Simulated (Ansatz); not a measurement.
**Molecular dynamics of ClHOSi**

input.yaml

```yaml
crystal:
  periodic: [false, false, false]
  atoms:
    - { symbol: O, position_ang: [-1.418546, -0.325949, 0.983628] }
    - { symbol: Si, position_ang: [-0.195666, 0.036855, -0.008037] }
    - { symbol: Cl, position_ang: [1.879726, -0.502056, 0.337071] }
    - { symbol: H, position_ang: [-0.265523, 0.791161, -1.312652] }
basis:
  gaussian: { orbitals: "6-31G" }
hamiltonian:
  xc: pbe
  dispersion: d4
md:
  timestep: 0.5
  n_steps: 266
  ensemble: nvt_nose_hoover
  temperature: 1000.0
  initial_velocities: maxwell_boltzmann
  seed: 533728
  nose_hoover: { tau: 20.0, chain_length: 5 }
  temperature_schedule:
    - { n_steps: 66, end_temperature: 1000.0 }
    - { n_steps: 200, end_temperature: 250.0 }
scf:
  lower_state_search: "off"
```

Run as:

```bash
$ ansatz run input.yaml --threads 1 --pin off --max-ram 2048MiB --backend cpu --events-out ev --progress --plain --runs-dir out
```

It starts from a relaxed structure.

Output, in part (step lines, the closing report, with atoms numbered from 0):

```
md step     0: t =     0.00 fs  T =  1000.0 K (target 1000.0 K)  F+E_penalty+E_count = -22449.99227630 eV  E_kin = 0.258520 eV  conserved = -22449.73375630 eV  (15 SCF iters)
[... lines left out ...]
Total energy: -22449.88865302 eV, -825.0181909173 hartree
Atom 0 at    -1.406421    -0.329428     1.001247 Å, force    -0.679061    -0.174215     0.360635 eV/Å
Atom 1 at    -0.255557     0.052165    -0.038308 Å, force     1.851137    -0.420404     0.501868 eV/Å
Atom 2 at     1.921471    -0.515071     0.351485 Å, force    -1.071143     0.268033    -0.269456 eV/Å
Atom 3 at    -0.257400     0.877511    -1.255784 Å, force    -0.100933     0.326586    -0.593048 eV/Å
Dipole moment:    -0.038043     0.337428    -0.602636 e Å
```

The steps, from the saved trajectory:

| time (fs) | T (K) | potential energy less start (eV) | conserved less start (meV/atom) |
| --- | --- | --- | --- |
| 0.0 | 1000 | 0.000 | 0.00 |
| 4.0 | 646 | 0.093 | 0.17 |
| 8.0 | 537 | 0.125 | 0.06 |
| 12.0 | 171 | 0.226 | 0.17 |
| 16.0 | 414 | 0.174 | 0.03 |
| 20.0 | 404 | 0.197 | 0.18 |
| 24.0 | 860 | 0.136 | 0.11 |
| 28.0 | 943 | 0.188 | 0.24 |
| 32.0 | 1704 | 0.100 | 0.01 |
| 36.0 | 1477 | 0.243 | 0.33 |
| 40.0 | 1658 | 0.242 | 0.19 |
| 44.0 | 942 | 0.436 | 0.36 |
| 48.0 | 1165 | 0.378 | 0.04 |
| 52.0 | 256 | 0.614 | 0.43 |
| 56.0 | 468 | 0.562 | 0.21 |
| 60.0 | 241 | 0.626 | 0.40 |
| 64.0 | 1343 | 0.358 | 0.09 |
| 68.0 | 1483 | 0.339 | 0.45 |
| 72.0 | 2044 | 0.163 | 0.17 |
| 76.0 | 1458 | 0.236 | 0.35 |
| 80.0 | 1532 | 0.104 | 0.04 |
| 84.0 | 691 | 0.236 | 0.31 |
| 88.0 | 719 | 0.171 | 0.07 |
| 92.0 | 305 | 0.254 | 0.21 |
| 96.0 | 591 | 0.165 | 0.00 |
| 100.0 | 327 | 0.225 | 0.22 |
| 104.0 | 740 | 0.108 | 0.07 |
| 108.0 | 732 | 0.095 | 0.16 |
| 112.0 | 906 | 0.018 | 0.00 |
| 116.0 | 453 | 0.103 | 0.14 |
| 120.0 | 315 | 0.115 | 0.06 |
| 124.0 | 115 | 0.159 | 0.12 |
| 128.0 | 240 | 0.120 | 0.02 |
| 132.0 | 192 | 0.129 | 0.09 |

The run went to its last step. The conserved energy stayed within 0.49 meV per atom of its start (net change 0.03 meV per atom), so the integration is sound. The schedule's set-point averaged 499 K over the second half and the system 762 K, so it lags behind the ramp. A run of 0.13 ps of so small a system gives no equilibrium averages. Limits of this set-up: no polarisation functions.

The same pairs are bonded in the first frame and the last. Pairs count as bonded within 1.25 times the sum of covalent radii (0.12 Å more for H–H).

Last frame:

```xyz
4
Properties=species:S:1:pos:R:3
O -1.406 -0.329 1.001
Si -0.256 0.052 -0.038
Cl 1.921 -0.515 0.351
H -0.257 0.877 -1.256
```

The run took 3.3 min on 1 CPU thread of a shared host.
